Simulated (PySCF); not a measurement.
Homolysis of single bonds, series Ga F-CH3. Gas-phase values, no solvent. Strings in code marks are SMILES.

The highest occupied spin orbital from two functionals at the same geometries (B3LYP-D3(BJ)/def2-TZVP), both in PySCF: PBE-D3(BJ)/def2-TZVP and B3LYP-D3(BJ)/def2-TZVP. B3LYP has the VWN-RPA correlation part, as in Gaussian. 

| species | PBE-D3(BJ)/def2-TZVP (eV) | B3LYP-D3(BJ)/def2-TZVP (eV) |
|---|---|---|
| radical fragment (`[F]`) | -10.14 | -12.17 |
| radical fragment (`[F][Ga][F]`) | -6.55 | -7.59 |
| radical fragment (`[CH3]`) | -5.38 | -6.45 |
| radical fragment (`[Ga]([F])[CH3]`) | -5.00 | -5.88 |

Over these rows, drawn at random from the members with no instability flagged (it was tested for open shells, ions and some series alone), PBE minus B3LYP-D3(BJ): mean +1.25 eV, from +0.88 eV to +2.03 eV.
